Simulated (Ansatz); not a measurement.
What does this script print? It uses the Python package of Ansatz (0.2.0).

The script, `relaxed_scan_bclh3n.py`:
```python
"""Relaxed scan of one distance in BClH3N."""

import ansatz as az
import numpy as np

BASIS_SET = "def2-SVP"
FUNCTIONAL = "hf"

system = (
    az.Crystal.molecule()
    .atom("N", (-0.7061, -0.0559, -0.5348))
    .atom("B", (0.3324, -0.1389, 0.5053))
    .atom("Cl", (0.4766, 1.156, 1.7972))
    .atom("H", (-0.5807, -0.8133, -1.1986))
    .atom("H", (-0.5421, 0.8412, -1.1196))
    .atom("H", (1.0621, -1.0531, 0.5044))
)

model = system.calculation()
model = model.basis(gaussian=BASIS_SET).functional(FUNCTIONAL)
symbols = [site.symbol for site in system.cartesian_sites]
pairs = [(0, 1), (0, 3), (0, 4), (1, 2), (1, 5)]
print("held (A)   E (eV)        ", "  ".join(f"{symbols[i]}{i}-{symbols[j]}{j}" for i, j in pairs))
for length in [1.69, 1.83, 1.98, 2.2, 2.48]:
    report = model.relax(constraints=[az.DistanceConstraint((1, 2), at=length)], force_tolerance=0.02, max_steps=60).run(threads=1).report
    xyz = np.array(report["positions_ang"])
    print(f"{length:6.2f} {report['free_energy_ev']:14.5f}  ", "  ".join(f"{np.linalg.norm(xyz[i] - xyz[j]):.3f}" for i, j in pairs))
```

```console
$ python relaxed_scan_bclh3n.py
held (A)   E (eV)         N0-B1  N0-H3  N0-H4  B1-Cl2  B1-H5
DeckWarning: relax.constraints: the input's atoms, or those drawn, lie off the distances that are held; a relaxation that starts there is brought onto them ahead of its first SCF, by positions alone, an atom by 7.24e-2 Å at the most. With the symmetry [...]
  1.69   -14701.30390   1.390  0.998  0.999  1.690  1.197
  1.83   -14701.40349   1.381  0.999  0.999  1.830  1.192
  1.98   -14701.12548   1.372  0.999  1.000  1.980  1.188
  2.20   -14700.42853   1.361  1.000  1.000  2.200  1.182
  2.48   -14699.46664   1.349  1.001  1.002  2.480  1.177
```
(Warnings from the package without file and line, shortened, repeats left out.)

Caveats:
- Total energies depend on the basis set; only differences at equal settings carry meaning.
- The energies are electronic: no zero-point or thermal terms, and the basis set is short of its limit.
- Hardware and time: 34 s on 1 thread of Arm Neoverse V1 (shared host), peak memory 0.19 GiB.

(Lines on the test bed's own set-up are left out of the output.)
